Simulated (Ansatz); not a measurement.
# BH4O (doublet): from Hartree-Fock to the top rungs at distance B1–H4 along a hydrogen transfer = 1.340 Å, cc-pVDZ

The task here is to estimate one member of a computed series from the others.

Program: Ansatz 0.2.0, Gaussian basis. Level of theory: cc-pVDZ, core rule «outside noble gas», up to 2 orbitals frozen. These are calculated values, not measurements.

Plan: UHF; CCSD(T) on ROHF; CCSD(T) on UHF; BCCD(T) on ROHF; CISD; CCSDT(Q) on ROHF; CCSDT(Q) on UHF; CASSCF and MRCISD+Q, 3 electrons in 3 orbitals; CASSCF and NEVPT2, 3 electrons in 3 orbitals.

5 further runs of the same task are left out: 1 for a mislabelled method, 2 that didn't finish, 2 set aside as unsound or not needed.

### The geometry

The geometry derives from fragments relaxed apart (PBE0/def2-TZVP) and kept rigid, so it is no stationary point. A hydrogen atom is moved between rigid fragments.

6 atoms, charge 0, spin multiplicity 2.

Atoms are counted from 1 here; the program's logs count them from 0.

Bond lengths: B1–H2 1.193 Å, B1–H3 1.193 Å, B1–H4 1.340 Å, H4–O5 1.185 Å, O5–H6 0.973 Å. Angles: H2–B1–H3 120.0°, H2–B1–H4 120.0°, H3–B1–H4 120.0°, B1–H4–O5 180.0°, H4–O5–H6 105.0°.

Set-up of the first run:

File in.yaml:

```yaml
crystal:
  periodic: [false, false, false]
  atoms:
    - {symbol: B, position_ang: [-1.405384, 0.030718, 0.000000]}
    - {symbol: H, position_ang: [-2.002117, 1.064290, 0.000000]}
    - {symbol: H, position_ang: [-2.002118, -1.002853, 0.000000]}
    - {symbol: H, position_ang: [-0.065384, 0.030718, 0.000000]}
    - {symbol: O, position_ang: [1.119616, 0.030718, 0.000000]}
    - {symbol: H, position_ang: [1.371475, -0.909232, 0.000000]}
basis:
  gaussian: {orbitals: cc-pVDZ}
magnetization: {spin_polarized: true, initial_magnetization: 1}
hamiltonian: {xc: hf}
output: {orbitals: {seedname: orbitals}}
```

Started as:

```sh
$ ansatz run in.yaml --threads 1 --pin off --events-out ev --progress --plain --max-ram 2393MiB
```

Steps of the session up to this table: UHF; CCSD(T) on ROHF; CCSD(T) on UHF; BCCD(T) on ROHF; CISD; CCSDT(Q) on ROHF; CCSDT(Q) on UHF; CASSCF and MRCISD+Q, 3 electrons in 3 orbitals; CASSCF and NEVPT2, 3 electrons in 3 orbitals.

One of the session's tables, all rows but one given; the rest of the session is left out.

It belongs to the step «Misses and costs». 

| method | from UCCSDT(Q) (kcal/mol) |
| --- | --- |
| ROHF | ? |
| UHF | +199.62 |
| RMP2 | +22.44 |
| UMP2 | +26.09 |
| CISD | +20.95 |
| RCCSD | +5.08 |
| UCCSD | +4.80 |
| RCCSD(T) | +0.95 |
| UCCSD(T) | +0.97 |
| BCCD(T) | +0.95 |
| RCCSDT | +0.46 |
| UCCSDT | +0.43 |
| RCCSDT(Q) | +0.02 |
| UCCSDT(Q) | 0 |

Q: Estimate the row for ROHF from the others.

**Answer.** from UCCSDT(Q) (kcal/mol): +206.84. In the column «from UCCSDT(Q) (kcal/mol)» it is the highest.

Left out of the table: CASSCF pair, NEVPT2 pair, MRCISD pair, MRCISD+Q pair (the active space lost an orbital or holds another state than full CI finds).

Caveats from the session: Restricted and unrestricted rows rest on different reference determinants; where their highest levels disagree by more than a few hundredths of an eV, they describe different states and don't form one ladder. Warnings in the runs' records: passed over end.
